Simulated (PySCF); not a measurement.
**Stretching CCl⁺**

Set-up: C cc-pVDZ, Cl cc-pV(D+d)Z; no relativity (PySCF 2.14). Energies in eV from C⁺ + Cl in their ground configurations at the same level. State: ¹Σ⁺ (singlet), closed shell.

All columns are PBE0. A positive dipole points towards Cl; it is taken about the centre of mass and depends on that origin.

```tsv
R (Å)	E (eV)	μ (D)	Mulliken charge on C (basis-dependent)	HOMO (eV)	LUMO (eV)	Mayer bond order	⟨S²⟩
1.330	-5.027	1.52	0.15	-17.70	-10.97	2.22	0.00
1.391	-5.982	1.10	0.22	-18.02	-11.20	2.18	0.00
1.453	-6.505	0.67	0.28	-18.32	-11.44	2.15	0.00
1.500	-6.688	0.34	0.32	-18.52	-11.62	2.12	0.00
1.546	-6.735	0.02	0.36	-18.71	-11.80	2.10	0.00
1.592	-6.679	-0.31	0.40	-18.87	-11.98	2.08	0.00
1.654	-6.484	-0.74	0.44	-19.05	-12.21	2.05	0.00
1.732	-6.109	-1.27	0.48	-19.21	-12.49	2.02	0.00
1.824	-5.546	-1.87	0.53	-19.07	-12.79	1.99	0.00
1.948	-4.713	-2.63	0.58	-18.48	-13.14	1.95	0.00
```

A fit through these points gives, at Re = 1.542 Å, μ = 0.04 D and dμ/dR = -7.05 D/Å; the reduced mass is 8.934 u.

Problem. How strong is the fundamental in the double-harmonic approximation, I = 42.26·(dμ/dR)²/μred km/mol?

Solution. I = 42.26·(-7.05)²/8.934 = 235 km/mol at PBE0.

For an ion De counts to the pair picked by the measured ionisation energies or electron affinities, which need not be the lowest pair at this level.
